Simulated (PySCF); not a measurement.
# C4H9PS: magnetic properties

Wanted: magnetic properties for C4H9PS (`C[C@H]1C[P@@H](=S)C1`).

Programs: PySCF 2.14.0, with routines of our own; each step states its level. All values are computed. Atoms count from 0.

### Step 1. The starting structure

15 atoms, charge 0, multiplicity 1; geometry from: GFN2-xTB.

### Step 2. Magnetic properties: GIAO B3LYP/pcSseg-1

What the job is given:

```
{"job": {"kind": "mag", "xc": "B3LYP", "basis": "pcSseg-1", "isotopologues": 2}, "charge": 0, "multiplicity": 1}
C     -1.823627     0.291328    -0.371801
C     -0.446266    -0.346192    -0.355519
C      0.701901     0.561442    -0.850808
P      1.807587    -0.114756     0.475143
S      3.047607     0.934156     1.513819
C      0.123637    -0.632251     1.051743
H     -2.123111     0.521064    -1.392198
H     -1.825485     1.214100     0.204816
H     -2.558720    -0.385810     0.058192
H     -0.464222    -1.269136    -0.940044
H      1.000118     0.451751    -1.891668
H      0.499908     1.615413    -0.645218
H      2.309680    -1.284365    -0.108160
H     -0.238637     0.089752     1.787677
H     -0.014784    -1.638509     1.442115
```

Level: GIAO B3LYP/pcSseg-1 magnetisability, rotational g tensor and spin-rotation constants, non-relativistic, gas phase.

Started as:

```
$ OMP_NUM_THREADS=1 python excited_run.py task.json out
```

This one command runs all jobs of the session in turn.

Output:

```text
coarse grid: 13176 points
cycle   1  E = -897.2583692159  dE =  7.389e-01  |g| = 5.100e-01  |ddm| = 3.563e+00
cycle   2  E = -897.1907650005  dE =  6.760e-02  |g| = 7.108e-01  |ddm| = 1.877e+00
cycle   3  E = -897.3294427736  dE = -1.387e-01  |g| = 1.155e-01  |ddm| = 1.311e+00
cycle   4  E = -897.3328885110  dE = -3.446e-03  |g| = 4.121e-02  |ddm| = 2.404e-01
cycle   5  E = -897.3333465002  dE = -4.580e-04  |g| = 1.212e-02  |ddm| = 7.397e-02
cycle   6  E = -897.3333865368  dE = -4.004e-05  |g| = 2.599e-03  |ddm| = 1.773e-02
cycle   7  E = -897.3333878596  dE = -1.323e-06  |g| = 6.721e-04  |ddm| = 2.669e-03
final grid: 116856 points
cycle   8  E = -897.3784982010  dE = -2.954e-05  |g| = 5.812e-03  |ddm| = 2.221e-02
cycle   9  E = -897.3784907377  dE =  7.463e-06  |g| = 7.757e-03  |ddm| = 1.217e-02
cycle  10  E = -897.3785064141  dE = -1.568e-05  |g| = 1.043e-03  |ddm| = 9.129e-03
cycle  11  E = -897.3785067198  dE = -3.057e-07  |g| = 2.622e-04  |ddm| = 2.180e-03
cycle  12  E = -897.3785067365  dE = -1.672e-08  |g| = 7.341e-05  |ddm| = 4.251e-04
cycle  13  E = -897.3785067378  dE = -1.293e-09  |g| = 2.087e-05  |ddm| = 1.204e-04
cycle  14  E = -897.3785067380  dE = -1.260e-10  |g| = 4.571e-06  |ddm| = 3.588e-05
converged SCF energy = -897.3785067380

Magnetisability tensor (1e-30 J/T^2)
    -1414.35      -45.41      -54.62
      -45.41    -1244.61       38.78
      -54.62       38.78    -1320.58
isotropic -1326.51   principal values   -1442.97  -1328.34  -1208.23
isotropic susceptibility -79.885 1e-6 cm^3/mol

Inertial axes            a          b          c
rot. const./GHz      6.4191     1.2262     1.1846
chi total           -86.885    -79.995    -72.774
chi diamagnetic    -313.017  -1082.720  -1119.536
chi paramagnetic    226.132   1002.725   1046.762
quadrupole/D A       -8.344      3.927      4.417
g nuclear            0.6664     0.5665     0.5677
g electronic        -0.6819    -0.5776    -0.5826
g total             -0.0155    -0.0111    -0.0149

Spin-rotation constants (kHz, H = +C I.J)
atom  isotope        aa         bb         cc
  3    31P        8.664      2.088      2.029
  6     1H       -0.427     -0.022     -0.137
  7     1H       -0.641     -0.152      0.019
  8     1H       -0.433     -0.022     -0.136
  9     1H       -0.527     -0.146      0.015
 10     1H       -0.701     -0.004     -0.081
 11     1H       -0.790     -0.128      0.035
 12     1H       -0.575     -0.108      0.086
 13     1H       -0.790     -0.127      0.034
 14     1H       -0.701     -0.005     -0.080
  0    13C*       0.941      0.219      0.187
  1    13C*       1.150      0.182      0.184
  2    13C*       0.939      0.275      0.266
  4    33S*       1.258      0.162      0.242
* in the singly substituted isotopologue

Isotopologues: g along a, b, c
2H    at 6,7,8,9,10,11,    -0.0118    -0.0103    -0.0137
13C   at 0                 -0.0155    -0.0110    -0.0147
```

Wall time 47 s (1 thread of Arm Neoverse N1, shared host); peak memory 0.78 GiB.

From this job:

| quantity | value |
| --- | --- |
| magnetisability | -1327·10⁻³⁰ J/T² |
| molar susceptibility | -79.9·10⁻⁶ cm³/mol |
| rotational g (a, b, c) | -0.0155, -0.0111, -0.0149 |

The fields below are evaluated on a grid from the run's orbitals.

Frontier orbitals at B3LYP/pcSseg-1, with the share of their density that lies nearest to each atom:

| orbital | energy (eV) | lies on |
| --- | --- | --- |
| HOMO | -6.32 | S4 80 %; H12 7 % |
| LUMO | 0.25 | H12 28 %; P3 14 %; H9 14 % |

ELF in a plane through or near 6 of the atoms.

Ten even steps from '0' (0.00) to '9' (1.00):
```
0000000000000000000000000000
0000000000000000000000000000
0000000000000000000000000000
0000000000001100000000000000
0000000000036520000000000000
0000000000157741000541000000
0000121101256652007998100000
0002332234774253029999400000
0014554542595686559998200000
0025654617353565951763000000
0025655617453565942762000000
0014554542696696559998200000
0002332234773353029999400000
0000121101256652007998100000
0000000000157741001541000000
0000000000036520000000000000
0000000000001100000000000000
0000000000000000000000000000
0000000000000000000000000000
0000000000000000000000000000
```
The map spans 11.7 Å across and 9.3 Å up, centred on the molecule. Atoms in the plane (x, y in Å): C0 (1.9, 0.0), C2 (-0.4, 1.2), P3 (-1.9, 0.0), C5 (-0.4, -1.2), H6 (2.4, 0.9), H8 (2.4, -0.9).

On the surface of density 0.002 e/bohr³ the electrostatic potential runs, from the 1st to the 99th percentile, from -1.31 V near S4 to 1.10 V near H12.

### Step 3. Magnetic properties: GIAO LC-wPBE/ANO-RCC-VDZP

Settings changed since step 2:

```diff
@@ -1,2 +1,2 @@
-{"job": {"kind": "mag", "xc": "B3LYP", "basis": "pcSseg-1", "isotopologues": 2}, "charge": 0, "multiplicity": 1}
+{"job": {"kind": "mag", "xc": "LC-wPBE", "basis": "ANO-RCC-VDZP"}, "charge": 0, "multiplicity": 1}
 C     -1.823627     0.291328    -0.371801
```

With the program's defaults for keys left out, this is: GIAO LC-wPBE/ANO-RCC-VDZP magnetisability, rotational g tensor and spin-rotation constants, non-relativistic, gas phase.

Output:

```text
coarse grid: 13176 points
cycle   1  E = -896.6214389180  dE =  1.159e+00  |g| = 4.300e-01  |ddm| = 5.188e+00
cycle   2  E = -896.6510406491  dE = -2.960e-02  |g| = 3.643e-01  |ddm| = 1.060e+00
cycle   3  E = -896.6914136461  dE = -4.037e-02  |g| = 4.144e-02  |ddm| = 4.663e-01
cycle   4  E = -896.6920374589  dE = -6.238e-04  |g| = 1.811e-02  |ddm| = 7.820e-02
cycle   5  E = -896.6921291971  dE = -9.174e-05  |g| = 3.525e-03  |ddm| = 2.034e-02
cycle   6  E = -896.6921341305  dE = -4.933e-06  |g| = 1.120e-03  |ddm| = 6.771e-03
final grid: 116856 points
cycle   7  E = -896.6954400701  dE = -5.172e-05  |g| = 5.577e-03  |ddm| = 3.888e-02
cycle   8  E = -896.6954440100  dE = -3.940e-06  |g| = 4.410e-03  |ddm| = 1.041e-02
cycle   9  E = -896.6954491237  dE = -5.114e-06  |g| = 3.560e-04  |ddm| = 4.493e-03
cycle  10  E = -896.6954491548  dE = -3.106e-08  |g| = 1.925e-04  |ddm| = 6.185e-04
cycle  11  E = -896.6954491673  dE = -1.247e-08  |g| = 4.066e-05  |ddm| = 2.861e-04
cycle  12  E = -896.6954491681  dE = -8.367e-10  |g| = 1.294e-05  |ddm| = 1.086e-04
converged SCF energy = -896.6954491681

Magnetisability tensor (1e-30 J/T^2)
    -1429.73      -50.01      -54.56
      -50.01    -1274.28       34.61
      -54.56       34.61    -1348.42
isotropic -1350.81   principal values   -1462.19  -1353.58  -1236.66
isotropic susceptibility -81.348 1e-6 cm^3/mol

Inertial axes            a          b          c
rot. const./GHz      6.4191     1.2262     1.1846
chi total           -88.054    -81.514    -74.475
chi diamagnetic    -310.868  -1080.483  -1117.393
chi paramagnetic    222.814    998.968   1042.918
quadrupole/D A       -8.297      3.824      4.473
g nuclear            0.6664     0.5665     0.5677
g electronic        -0.6719    -0.5755    -0.5804
g total             -0.0056    -0.0089    -0.0128

Spin-rotation constants (kHz, H = +C I.J)
atom  isotope        aa         bb         cc
  3    31P        8.027      1.876      1.856
  6     1H       -0.435     -0.024     -0.135
  7     1H       -0.633     -0.149      0.015
  8     1H       -0.441     -0.023     -0.135
  9     1H       -0.520     -0.142      0.011
 10     1H       -0.699     -0.006     -0.078
 11     1H       -0.782     -0.122      0.035
 12     1H       -0.622     -0.112      0.092
 13     1H       -0.782     -0.121      0.034
 14     1H       -0.699     -0.007     -0.077
  0    13C*       0.791      0.184      0.159
  1    13C*       0.976      0.149      0.148
  2    13C*       0.782      0.237      0.231
  4    33S*       0.911      0.113      0.182
* in the singly substituted isotopologue
```

Run time: 2.5 min. Hardware: 1 thread of Arm Neoverse N1, shared host; peak memory 0.6 GiB.

Key values:

| quantity | value |
| --- | --- |
| magnetisability | -1351·10⁻³⁰ J/T² |
| molar susceptibility | -81.3·10⁻⁶ cm³/mol |
| rotational g (a, b, c) | -0.0056, -0.0089, -0.0128 |

### Step 4. Magnetic properties: GIAO PW91/STO-3G

Settings changed since step 3:

```diff
@@ -1,2 +1,2 @@
-{"job": {"kind": "mag", "xc": "LC-wPBE", "basis": "ANO-RCC-VDZP"}, "charge": 0, "multiplicity": 1}
+{"job": {"kind": "mag", "xc": "PW91", "basis": "STO-3G"}, "charge": 0, "multiplicity": 1}
 C     -1.823627     0.291328    -0.371801
```

With the program's defaults for keys left out, this is: GIAO PW91/STO-3G magnetisability, rotational g tensor and spin-rotation constants, non-relativistic, gas phase.

Output:

```text
coarse grid: 13176 points
cycle   1  E = -886.9562478622  dE =  4.244e-01  |g| = 5.105e-01  |ddm| = 4.872e+00
cycle   2  E = -885.4399190699  dE =  1.516e+00  |g| = 2.060e+00  |ddm| = 5.030e+00
cycle   3  E = -887.0542283378  dE = -1.614e+00  |g| = 3.041e-01  |ddm| = 4.083e+00
cycle   4  E = -887.0783162904  dE = -2.409e-02  |g| = 1.324e-01  |ddm| = 6.497e-01
cycle   5  E = -887.0853832778  dE = -7.067e-03  |g| = 2.070e-02  |ddm| = 2.668e-01
cycle   6  E = -887.0855806613  dE = -1.974e-04  |g| = 5.453e-03  |ddm| = 4.436e-02
cycle   7  E = -887.0855915068  dE = -1.085e-05  |g| = 1.849e-03  |ddm| = 9.250e-03
cycle   8  E = -887.0855929149  dE = -1.408e-06  |g| = 3.866e-04  |ddm| = 3.450e-03
final grid: 116856 points
cycle   9  E = -887.0400416463  dE =  6.878e-06  |g| = 7.861e-03  |ddm| = 2.266e-02
cycle  10  E = -887.0399723727  dE =  6.927e-05  |g| = 1.520e-02  |ddm| = 4.426e-02
cycle  11  E = -887.0400596744  dE = -8.730e-05  |g| = 3.074e-03  |ddm| = 3.636e-02
cycle  12  E = -887.0400636673  dE = -3.993e-06  |g| = 1.845e-04  |ddm| = 6.791e-03
cycle  13  E = -887.0400636806  dE = -1.331e-08  |g| = 4.954e-05  |ddm| = 4.334e-04
cycle  14  E = -887.0400636815  dE = -9.004e-10  |g| = 6.648e-06  |ddm| = 1.042e-04
converged SCF energy = -887.0400636815

Magnetisability tensor (1e-30 J/T^2)
    -1419.09        4.13        2.82
        4.13    -1265.51       97.90
        2.82       97.90    -1356.98
isotropic -1347.19   principal values   -1419.42  -1419.08  -1203.08
isotropic susceptibility -81.130 1e-6 cm^3/mol

Inertial axes            a          b          c
rot. const./GHz      6.4191     1.2262     1.1846
chi total           -83.745    -85.476    -74.168
chi diamagnetic    -303.217  -1072.690  -1109.618
chi paramagnetic    219.472    987.213   1035.450
quadrupole/D A       -8.146      3.733      4.413
g nuclear            0.6664     0.5665     0.5677
g electronic        -0.6619    -0.5687    -0.5763
g total              0.0045    -0.0022    -0.0086

Spin-rotation constants (kHz, H = +C I.J)
atom  isotope        aa         bb         cc
  3    31P        2.832      1.023      1.203
  6     1H       -0.474     -0.033     -0.131
  7     1H       -0.632     -0.142     -0.001
  8     1H       -0.479     -0.033     -0.131
  9     1H       -0.553     -0.141      0.005
 10     1H       -0.688     -0.030     -0.083
 11     1H       -0.744     -0.124      0.017
 12     1H       -0.573     -0.128      0.041
 13     1H       -0.744     -0.123      0.016
 14     1H       -0.688     -0.031     -0.082
  0    13C*       0.424      0.106      0.084
  1    13C*       0.635      0.087      0.129
  2    13C*       0.385      0.135      0.139
  4    33S*       1.623      0.106      0.197
* in the singly substituted isotopologue
```

Wall time 14 s (1 thread of Arm Neoverse N1, shared host); peak memory 0.34 GiB.

In short:

| quantity | value |
| --- | --- |
| magnetisability | -1347·10⁻³⁰ J/T² |
| molar susceptibility | -81.1·10⁻⁶ cm³/mol |
| rotational g (a, b, c) | 0.0045, -0.0022, -0.0086 |

### Step 5. Magnetic properties side by side

| level | ξ (10⁻³⁰ J/T²) | g(a) | g(b) | gap (eV) | functions | time |
| --- | --- | --- | --- | --- | --- | --- |
| GIAO B3LYP/pcSseg-1 | -1327 | -0.0155 | -0.0111 | 6.57 | 161 | 47 s |
| GIAO LC-wPBE/ANO-RCC-VDZP | -1351 | -0.0056 | -0.0089 | 10.84 | 137 | 2.5 min |
| GIAO PW91/STO-3G | -1347 | 0.0045 | -0.0022 | 5.07 | 47 | 14 s |

### Step 6. Outcome

```
                                            quantity                      value
       magnetisability (step 2, GIAO B3LYP/pcSseg-1)           -1327·10⁻³⁰ J/T²
  molar susceptibility (step 2, GIAO B3LYP/pcSseg-1)         -79.9·10⁻⁶ cm³/mol
rotational g (a, b, c) (step 2, GIAO B3LYP/pcSseg-1)  -0.0155, -0.0111, -0.0149
               surface potential, 1st and 99th percentile         -1.31 V and 1.10 V
                     magnetisability over the levels  -1351 to -1327·10⁻³⁰ J/T²
```

GIAO PW91/STO-3G has a minimal basis, so it is left out of the spread where two other levels stand. The magnetisability spreads by 1.8 % over 2 levels, from GIAO LC-wPBE/ANO-RCC-VDZP (2.5 min) to GIAO B3LYP/pcSseg-1 (47 s); the runs took 47 s to 2.5 min. Two levels can agree by chance, so this spread shows no convergence. Vibrational averaging and real surroundings are missing from these values.
